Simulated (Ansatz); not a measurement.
# Other spins and charges of SbH₂⁺, triplet at one geometry

Geometry (PBE0/def2-TZVP stationary point for this spin, not checked as a minimum):

```xyz
3

Sb    0.0000   -0.0136    0.0000
H     0.0000    0.8237   -1.4688
H     0.0000    0.8237    1.4688
```

Basis def2-SVP with its core potentials; Ansatz 0.2.0. Only valence electrons are correlated (noble-gas cores and the filled d shells of p-block atoms frozen). Prefix R: restricted or restricted open-shell reference. Active spaces: valence = (6e, 6o) chosen from the atoms' valence shells. No spin–orbit coupling is included; scalar relativity enters through the core potentials alone.

Gaps are energies of the second state less the first, at fixed atoms, for a selection of the levels run; each method lands on the state that its own search finds for that charge and spin.

For open shells CISD and CISDTQ are restricted-active-space CI with the open shells as a complete middle space.

Singlet less triplet: -0.560 eV at full CI (triplet B1, singlet A1, in C2v).

```
                   level  gap (eV)  error (meV)
                     RHF    -0.127          433
                    RMP2    -0.418          142
                    CISD    -0.488           72
                   RCCSD    -0.558            2
                RCCSD(T)    -0.560            0
                 BCCD(T)    -0.560            0
                  RCCSDT    -0.558            2
                  CISDTQ    -0.558            2
               RCCSDT(Q)    -0.559            1
  CASSCF (valence space)    -0.579          -19
  NEVPT2 (valence space)    -0.536           24
  MRCISD (valence space)    -0.561           -1
MRCISD+Q (valence space)    -0.557            3
                   SPW92    -0.673         -113
```

PBE gives 6.854 eV for quintet less triplet. Estimate what full CI gives in def2-SVP.

Full CI in def2-SVP gives 6.971 eV, so against it PBE is off by -0.117 eV.

| level | gap (eV) | error (meV) |
| --- | --- | --- |
| RHF | 6.472 | -499 |
| BCCD(T) | 6.968 | -3 |
| RCCSDT | 6.971 | 0 |
| RCCSDT(Q) | 6.970 | -1 |
| PBE0 | 6.881 | -90 |
| B3LYP | 7.036 | 65 |
| wB97M-V | 7.197 | 226 |
| B2PLYP | 6.996 | 25 |
| RPA-PBE | 7.100 | 129 |

In so small a basis the reference is far from its limit while semilocal and hybrid functionals are nearer theirs (RPA and double hybrids share much of the reference's basis error), so the functionals' errors here hold much of the reference's basis and frozen-core error, which can add to them or hide them.

Full CI is exact within this basis and frozen core; it isn't the basis-set limit.
